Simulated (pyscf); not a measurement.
Four-centre exchange: H₂B–Cl + hydrogen fluoride (HF) → borane (BH₃) + F–Cl

Gas phase, singlet surface, charge 0. Bonds broken: B1–Cl2, F5–H6. Bonds formed: B1–H6, Cl2–F5. PySCF, gas phase, ωB97X-D3(BJ)/def2-SVP geometries. Correlated levels are frozen-core, on RHF or UHF. ΔMP2 is the change of the MP2 total energy from the triple- to the quadruple-zeta basis.

Transition state (Å):

```xyz
6

B     -0.1288     0.6547     0.1945
Cl     0.8065     0.1879    -1.2493
H      0.5055     1.2996     0.9905
H     -1.3204     0.6545     0.0161
F      1.0726    -1.6178    -0.5610
H      0.2223    -0.6728     0.4179
```

One imaginary mode, 1485i cm⁻¹; descent along it reached the two sides named, in the forms told below.

```json
[
 {"bond": "B1–Cl2", "change": "breaks", "reactant side (Å)": "1.754", "saddle": "1.782", "product side": "1.971"},
 {"bond": "F5–H6", "change": "breaks", "reactant side (Å)": "0.927", "saddle": "1.605", "product side": "3.4"},
 {"bond": "B1–H6", "change": "forms", "reactant side (Å)": "2.6", "saddle": "1.391", "product side": "1.201"},
 {"bond": "Cl2–F5", "change": "forms", "reactant side (Å)": "3.1", "saddle": "1.951", "product side": "1.650"}
]
```

Electronic energies relative to the separated reactants (kcal/mol):

```json
[
 {"level": "ωB97X-D3(BJ)/def2-TZVP", "barrier": "121.5", "reaction energy": "+93.5", "reverse barrier": "28.1"},
 {"level": "PBE/def2-TZVP", "barrier": "97.3", "reaction energy": "+91.2", "reverse barrier": "6.1"},
 {"level": "r²SCAN/def2-TZVP", "barrier": "107.4", "reaction energy": "+94.8", "reverse barrier": "12.5"},
 {"level": "B3LYP-D3(BJ)/def2-TZVP", "barrier": "113.1", "reaction energy": "+91.6", "reverse barrier": "21.6"},
 {"level": "PBE0-D3(BJ)/def2-TZVP", "barrier": "113.5", "reaction energy": "+95.4", "reverse barrier": "18.1"},
 {"level": "M06-2X/def2-TZVP", "barrier": "125.6", "reaction energy": "+95.1", "reverse barrier": "30.6"},
 {"level": "ωB97M-D3(BJ)/def2-TZVP", "barrier": "119.5", "reaction energy": "+93.5", "reverse barrier": "26.0"},
 {"level": "HF/def2-TZVP", "barrier": "167.5", "reaction energy": "+96.3", "reverse barrier": "71.2"},
 {"level": "MP2/def2-QZVPP", "barrier": "121.3", "reaction energy": "+102.1", "reverse barrier": "19.2"},
 {"level": "CCSD/def2-TZVPP", "barrier": "131.8", "reaction energy": "+97.3", "reverse barrier": "34.5"},
 {"level": "CCSD(T)/def2-TZVPP", "barrier": "122.0", "reaction energy": "+97.0", "reverse barrier": "25.0"},
 {"level": "CCSD(T)/def2-TZVPP + ΔMP2(QZVPP)", "barrier": "121.0", "reaction energy": "+97.0", "reverse barrier": "24.0"}
]
```

With CCSD(T)/def2-TZVPP + ΔMP2(QZVPP) energies and thermal terms (ideal gas, 1 atm, RRHO with modes under 100 cm⁻¹ raised to 100, one conformer, R ln 2 for rigid chiral ones), in kcal/mol:

```tsv
T (K)	ΔH‡	ΔG‡	ΔH	ΔG
298	117.9	127.2	+95.3	+95.4
600	118.0	136.6	+95.2	+95.6
900	118.5	145.8	+95.2	+95.8
1200	119.2	154.7	+95.3	+96.0
```

On the product side the descent ends in an adduct with a B–Cl contact (not fully relaxed), 8.1 kcal/mol under the separated species and 36.1 kcal/mol under the saddle at ωB97X-D3(BJ)/def2-TZVP. What is counted as broken (B–Cl) persists as a longer contact in the product adduct; parting that adduct is a step of its own. The same reactants have a lower exit, to F–BH–Cl + H₂ (barrier +14.4 kcal/mol at ωB97M-D3(BJ), against +119.5 kcal/mol here). This is the saddle that the search found; another between the same sides may lie lower. One closed-shell reference is unstable to symmetry breaking; treat the single-reference values with care. The CCSD(T) − MP2 part came from Ansatz, without density fitting, on the same reference.
